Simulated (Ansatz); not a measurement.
A Morse fit to a bond in HAlSi, triplet, and a point to predict

Starting geometry (PBE0/def2-TZVP stationary point for this spin, which needn't be the lowest; state Σ⁻ or Δ):

```xyz
3

Si    0.0000    0.0000    2.0886
Al    0.0000    0.0000   -0.2449
H     0.0000    0.0000   -1.8437
```

Atoms Al2, H3 move together along the line of the distance Si1-Al2, all else staying in place. Energies are in eV from the starting point at each level.

Basis 6-31G; Ansatz 0.2.0. Correlated methods freeze the noble-gas cores. R marks a restricted (for open shells ROHF) determinant, U an unrestricted one.

Full CI is exact within this basis and frozen core; it isn't the basis-set limit. The frozen core follows each run's orbitals, which can shift R against U totals by a few meV.

```
distance Si1-Al2 (Å)  full CI  UCCSD(T)    PBE
               1.890    2.645     2.635  2.437
               2.106    0.708     0.702  0.617
               2.333    0.000     0.000  0.000
               2.557   -0.053    -0.047  0.022
               2.847    0.240     0.249  0.416
               3.233        ?         ?      ?
               3.724    1.051     1.033  1.628
               4.372    1.236     1.208  2.003
               5.052    1.307     1.278  2.151
               6.404    1.350     1.320  2.230
               7.962    1.361     1.330  2.245
```

A Morse curve E(r) = E0 + De (1 − exp(−a (r − re)))² is laid through the three points about the minimum (2.333, 2.557, 2.847 Å), with E0 + De set to the last point:

```tsv
level	re (Å)	a (1/Å)	E0 (eV)	De (eV)	k = 2 De a² (eV/Å²)
full CI	2.463	1.668	-0.084	1.445	8.0
UCCSD(T)	2.459	1.702	-0.080	1.410	8.2
PBE	2.425	1.410	-0.044	2.289	9.1
```

**Question.** Use the full-CI fit to predict the withheld energy at 3.233 Å.

**Answer.** exp(−1.668 × (3.233 − 2.463)) = 0.2768; E = -0.084 + 1.445 × (1 − 0.2768)² = 0.672 eV. Full CI in 6-31G gives 0.700 eV, so the Morse form is 0.028 eV too low there (2.0 % of De). UCCSD(T) gives 0.700 eV. PBE gives 1.042 eV.

Kohn–Sham is unrestricted where that lies lower.

De here is the energy of pulling rigid fragments apart in this basis, without relaxation or zero-point terms. The set has no polarisation functions, so bonds come out too long and too weak, most of all with atoms from Na to Ar. PBE's well is off by more than the basis explains; semilocal functionals spread charge over stretched fragments.

In so small a basis the reference is far from its limit while semilocal and hybrid functionals are nearer theirs, so the functionals' errors here hold much of the reference's basis and frozen-core error, which can add to them or hide them.
